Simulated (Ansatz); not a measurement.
Ansatz (an electronic-structure program) input:

Ansatz 0.2 input:
```yaml
crystal:
  periodic: [false, false, false]
  atoms:
    - {symbol: N, position_ang: [-0.00604726, 0.07245881, 1.41596088]}
    - {symbol: C, position_ang: [0.00611832, 0.05420329, -1.33253835]}
    - {symbol: C, position_ang: [0.00075354, 1.15688179, 0.73845087]}
    - {symbol: C, position_ang: [-0.00725914, -1.10497655, 0.76438931]}
    - {symbol: C, position_ang: [-0.00124318, -1.14569099, -0.61962459]}
    - {symbol: C, position_ang: [0.00728081, 1.26242812, -0.64570663]}
    - {symbol: H, position_ang: [0.01090499, 0.04443784, -2.41599051]}
    - {symbol: H, position_ang: [-0.01307795, -2.00605563, 1.36507020]}
    - {symbol: H, position_ang: [-0.00227616, -2.09704255, -1.13399480]}
    - {symbol: H, position_ang: [0.01287787, 2.21437463, -1.15663470]}
basis:
  gaussian:
    orbitals: def2-TZVPD
hamiltonian:
  xc: {name: SVWN5}
magnetization: {spin_polarized: true, initial_magnetization: 1}
output: {forces: true}
```

What final total energy does it print?

-245.48959 Eh (SVWN5/def2-TZVPD). The basis has 258 functions.

It need not be the lowest isomer of its formula.
